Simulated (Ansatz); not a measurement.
Molecule: hydrogen peroxide, H₂O₂, charge 0, multiplicity 1. 
Structure (B3LYP-D3(BJ)/def2-TZVP (Ansatz, an electronic-structure program) minimum search):
```
O
H 1 0.9680
O 1 1.4504 2 100.54
H 3 0.9680 1 100.54 2 115.91
```

Computed values are from Ansatz. Valence correlation only, unless marked. Open shells are spin-unrestricted. No spin-orbit coupling. No relativistic terms. CBS(X,Y): correlation extrapolated as X^-3; Hartree-Fock from the larger set.

What is the total energy at CCSD(T)/CBS(def2-TZVPPD,def2-QZVPPD)?

-151.4364 Eh.

What is the dipole moment at CCSD(T)/aug-cc-pVDZ?

1.67 D.

What is the atomisation energy De at CCSD(T)/CBS(def2-TZVPPD,def2-QZVPPD)?

1124.2 kJ/mol.

What is the T1 diagnostic at CCSD/def2-QZVPPD?

0.012.
